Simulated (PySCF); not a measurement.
Basis-set dependence of SiH⁺ at PBE

PySCF, UKS reference; singlet, unpaired electrons none; De to Si⁺ + H without counterpoise correction.

| basis | relativity | functions | Re (Å) | ωe (cm⁻¹) | De (eV) | μ (D) |
| --- | --- | --- | --- | --- | --- | --- |
| 3-21G | no relativity | 15 | 1.562 | 1964 | 3.02 | 0.63 |
| jorge-DZP-DKH | spin-free X2C | 29 | 1.548 | 2028 | 3.18 | 0.44 |
| 6-311G(d,p) | no relativity | 32 | 1.536 | 2057 | 3.23 | 0.47 |
| def2-TZVPPD | no relativity | 65 | 1.533 | 2047 | 3.27 | 0.42 |

Q: How does each smaller set differ from the one with most functions, def2-TZVPPD?

A: 3-21G: +2.9 pm, -4.1 % in ωe, -0.25 eV in De; jorge-DZP-DKH: +1.5 pm, -0.9 % in ωe, -0.09 eV in De; 6-311G(d,p): +0.3 pm, +0.5 % in ωe, -0.04 eV in De. All at PBE; the set with most functions is neither the basis-set limit nor always the best. The rows treat relativity differently, so the differences are not basis effects alone.

A positive dipole points towards H; it is taken about the centre of mass and depends on that origin. For an ion De counts to the pair picked by the measured ionisation energies or electron affinities, which need not be the lowest pair at this level. 3-21G is very small, so such numbers show the basis as much as the molecule.
